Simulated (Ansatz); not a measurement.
A nudged elastic band was laid between two geometries of CH₂NSi (5 atoms, charge 0, multiplicity 2).

Level of theory: UHF/def2-SVP in Ansatz.

* movable images: 7
* climbing image: yes
* spring: 5.0 eV/Å²
* optimiser: quadratic models (default)
* start path: through a guess of the saddle point
* force threshold: 0.05 eV/Å
* iteration limit: 60
* end points: relaxed

First end point:

```xyz
5
Properties=species:S:1:pos:R:3
N -1.060 -0.610 -0.421
C -0.078 -0.253 0.055
Si 1.590 0.206 0.924
H -1.908 -0.914 -0.835
H 1.455 1.572 0.277
```

Last end point:

```xyz
5
Properties=species:S:1:pos:R:3
N -1.121 -1.374 0.372
C -0.463 -0.400 -0.105
Si 1.237 0.129 0.606
H -0.875 0.091 -0.998
H 1.223 1.555 0.124
```

(1) Which bonds break or form, and what moves?

(2) What energy profile does the band end with?

(3) What is the geometry of the highest image?

The band took 32 iterations and about 2.7 core-minutes.

Results:

(1) Bonds broken: N1–H4. Bonds formed: C2–H4.

(2) It converged. The highest image is number 5 of 0 to 8, 212.7 kJ/mol above the first end and 193.2 kJ/mol above the last; the last end lies 19.5 kJ/mol above the first. Neighbouring images differ by up to 1.5 eV, so the band resolves the path poorly. A vibrational analysis at the climbing image gives one clearly imaginary mode, 7685i cm⁻¹: a first-order saddle point.

```
image  path coordinate (Å)  energy (kJ/mol)  N1–H4 (Å)  C2–H4 (Å)
    0                 0.00              0.0       0.99       2.14
    1                 0.37              6.8       0.99       2.09
    2                 0.74             18.6       1.01       1.94
    3                 1.11             44.4       1.01       1.77
    4                 1.48            110.5       1.07       1.47
    5                 1.85            212.7       1.38       1.19
    6                 2.19             66.3       1.77       1.10
    7                 2.52             23.0       2.00       1.10
    8                 2.86             19.5       2.02       1.10
```

(3) 
```xyz
5
Properties=species:S:1:pos:R:3:forces:R:3
N -1.420 -0.930 0.092 -0.04 -0.02 0.03
C -0.316 -0.465 0.147 0.01 0.00 -0.01
Si 1.468 0.108 0.469 -0.01 0.01 -0.01
H -0.777 -0.249 -0.926 0.03 0.02 -0.02
H 1.045 1.537 0.217 0.01 0.00 0.01
```

Run time: 2.7 min on 1 CPU thread of a shared host.
